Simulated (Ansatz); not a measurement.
# H2O (SMILES O): single points off equilibrium

How do the functionals fare away from a minimum? The structure is a structure displaced at random from a GFN2-xTB minimum.

Program: Ansatz 0.2.0, Gaussian basis. Level of theory: single points in def2-TZVPP. These are calculated values, not measurements.

Cores are frozen in the correlated methods.

## (1) Where the work starts

3 atoms, charge 0, spin multiplicity 1.

Atoms are counted from 1 here; the program's logs count them from 0.

Bond lengths: O1–H2 0.930 Å, O1–H3 1.002 Å. Angles: H2–O1–H3 106.4°.

Coordinates:

```
O    -0.2690    0.1954   -0.1333
H     0.4952    0.5489    0.2609
H    -0.1178   -0.7925   -0.2062
```

## (2) CCSD(T)/def2-TZVPP

Contents of run/in.yaml:

```yaml
crystal:
  periodic: [false, false, false]
  atoms:
    - {symbol: O, position_ang: [-0.269000, 0.195400, -0.133300]}
    - {symbol: H, position_ang: [0.495200, 0.548900, 0.260900]}
    - {symbol: H, position_ang: [-0.117800, -0.792500, -0.206200]}
basis:
  gaussian: {orbitals: def2-TZVPP}
correlation: {method: ccsd_t}
output: {forces: true}
```

No record of the launch command was kept for these runs.

## (3) PBE0-D4/def2-TZVPP

Changes to run/in.yaml since step 2:

```diff
@@ -8,3 +8,3 @@
   gaussian: {orbitals: def2-TZVPP}
-correlation: {method: ccsd_t}
-output: {forces: true}
+hamiltonian: {xc: pbe0, dispersion: d4}
+output: {forces: true, orbitals: {seedname: orbitals}}
```

## (4) wB97M-V/def2-TZVPP

Changes to run/in.yaml since step 3:

```diff
@@ -8,3 +8,3 @@
   gaussian: {orbitals: def2-TZVPP}
-hamiltonian: {xc: pbe0, dispersion: d4}
-output: {forces: true, orbitals: {seedname: orbitals}}
+hamiltonian: {xc: {name: wB97M-V}}
+output: {forces: true}
```

## (5) r2SCAN-D4/def2-TZVPP

Changes to run/in.yaml since step 4:

```diff
@@ -8,3 +8,3 @@
   gaussian: {orbitals: def2-TZVPP}
-hamiltonian: {xc: {name: wB97M-V}}
+hamiltonian: {xc: r2scan, dispersion: d4}
 output: {forces: true}
```

## (6) PBE-D4/def2-TZVPP

Changes to run/in.yaml since step 5:

```diff
@@ -8,3 +8,3 @@
   gaussian: {orbitals: def2-TZVPP}
-hamiltonian: {xc: r2scan, dispersion: d4}
+hamiltonian: {xc: pbe, dispersion: d4}
 output: {forces: true}
```

## (7) r2SCANh-D4/def2-TZVPP

Changes to run/in.yaml since step 6:

```diff
@@ -8,3 +8,3 @@
   gaussian: {orbitals: def2-TZVPP}
-hamiltonian: {xc: pbe, dispersion: d4}
+hamiltonian: {xc: {name: r2SCANh}, dispersion: d4}
 output: {forces: true}
```

## (8) B97M-V/def2-TZVPP

Changes to run/in.yaml since step 7:

```diff
@@ -8,3 +8,3 @@
   gaussian: {orbitals: def2-TZVPP}
-hamiltonian: {xc: {name: r2SCANh}, dispersion: d4}
+hamiltonian: {xc: {name: B97M-V}}
 output: {forces: true}
```

(Steps that only read results are left out.)

Q: Predict the outcome of this session. Wanted: energy less free atoms, CCSD(T)/def2-TZVPP; RMS force component; RMS force error; HOMO and LUMO, PBE0-D4; T1 diagnostic.

As calculated:

| quantity | value |
| --- | --- |
| energy less free atoms, CCSD(T)/def2-TZVPP | -224.6 kcal/mol |
| RMS force component | 1.324 to 1.361 eV/Å over the methods |
| RMS force error | PBE0-D4 0.063, wB97M-V 0.046, r2SCAN-D4 0.047, PBE-D4 0.307, r2SCANh-D4 0.068, B97M-V 0.093 eV/Å |
| HOMO and LUMO, PBE0-D4 | -8.88 and 0.79 eV |
| T1 diagnostic | 0.008 |

Against CCSD(T) the functionals' energies less atoms differ by -6.9 to +0.2 kcal/mol, PBE-D4 by -6.9 kcal/mol. CCSD(T) in triple zeta still lacks some correlation energy of the bonds, so part of these gaps is its own basis error and they don't rank the functionals. For forces wB97M-V does best and PBE-D4 worst. Frozen-core CCSD(T) forces in triple zeta carry basis errors of their own, and this is one geometry, so small gaps rank nothing.
